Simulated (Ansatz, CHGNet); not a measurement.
## Wurtzite CdS: properties by level of theory

Reference values: lattice constant a 4.136 Å (measured, temperature not stated, not corrected to a static lattice; as tabulated in Biswas et al. (2022), arXiv:2106.08875); lattice parameter c 6.714 Å (measured, temperature not stated, no zero-point or thermal correction; as tabulated in Biswas et al. (2022), arXiv:2106.08875).

```
level (code)          lattice parameter a (Å)  c axis length (Å)
--------------------  -----------------------  -----------------
CHGNet-r²SCAN                           4.135              6.900
PBE-D4 (Ansatz)                           ___                ___
PBE0-D3(BJ) (Ansatz)                    4.113              6.691
```

Problem. Complete the blanks.

Solution. 
- PBE-D4 (Ansatz, an electronic-structure program), lattice parameter a (Å): 4.144
- PBE-D4 (Ansatz), c axis length (Å): 6.745

Differences from the reference values (errors of the level alone only where the reference is corrected to a static lattice):

```csv
level,lattice constant a (%),lattice parameter c (%)
CHGNet-r²SCAN,-0.02,+2.77
PBE-D4,+0.19,+0.46
PBE0-D3(BJ),-0.56,-0.34
```

Nearest: lattice constant a, not ranked (reference at room or unstated temperature); lattice parameter c, not ranked (reference at room or unstated temperature).

Machine-learned potentials (CHGNet-r²SCAN) are trained on DFT data: a solid inside that data is no test of them.

Ansatz's density-functional and Hartree–Fock values are scalar-relativistic unless marked +SOC, with PAW data made under PBE.

Differences are worked out from the printed values.

Computed values are for the static lattice.
